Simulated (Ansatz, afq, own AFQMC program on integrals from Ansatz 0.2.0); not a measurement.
**MgSe⁺, quartet: AFQMC among the cluster methods**

```
atom   x (Å)   y (Å)   z (Å)
  Se  0.0000  0.0000  0.0000
  Mg  0.0000  0.0000  2.3695
```

Basis 6-31G. Noble-gas cores (and the filled d shells of Ga–Kr and In–Xe) are frozen. AFQMC by an in-house program on the Cholesky factors that Ansatz 0.2.0 writes for its CCSD(T) run. ph-AFQMC/CISD is guided by a CISD state made of CCSD amplitudes; releasing the constraint for a short imaginary time cuts its bias at the price of noise, slowly where states lie close. ± is one standard error of the sampling. No spin–orbit coupling.

Determinant: UHF, the one that the program's search chose, which needn't be the lowest solution. The geometry is a PBE0/def2-TZVP stationary point of this or a neighbouring charge and spin state.

Full CI on the same integrals is exact in this basis and with this determinant's frozen core.

Cautions: no relativity below Rb; no spin-orbit coupling; inner d shell frozen; another spin lies lower (by 1.06 eV).

The T1 diagnostic is 0.0146. The weight of the determinant in the CISD state is 0.972, the ⟨S²⟩ of the determinant is 3.755 and the size of the correlated space is 7 electrons in 23 orbitals.

Reference: full CI, correlation energy -0.903 eV. The released energy is read at 2.40 1/Eh (meV from the phaseless value at times in 1/Eh: 0.9 ± 1.2 at 0.24, 0.7 ± 1.0 at 0.51, 1.7 ± 0.8 at 0.99, -0.1 ± 0.8 at 1.62, -0.9 ± 0.8 at 2.40).

```tsv
level	E − E(reference) (meV)	share of correlation (%)
HF	903.3	0.00
MP2	223.7	75.23
CCSD	19.5	97.84
CCSD(T)	4.0	99.56
CCSDT	-0.5	100.06
CCSDT(Q)	-0.2	100.03
ph-AFQMC/CISD	1.7 ± 0.9	99.81
released AFQMC	0.8 ± 0.8	99.91
```

CCSDT and higher add their correlation energy to the determinant of the CCSD(T) run, since their own runs factorise the integrals more tightly (a shift of under 2 meV). A walk keeps the symmetry of its determinant, which the program's search chose and which needn't be the lowest solution, so a lower state of the same spin and another symmetry isn't excluded. Released energies are given only where the last usable release times agree within the noise; a slower fall can still hide under it.
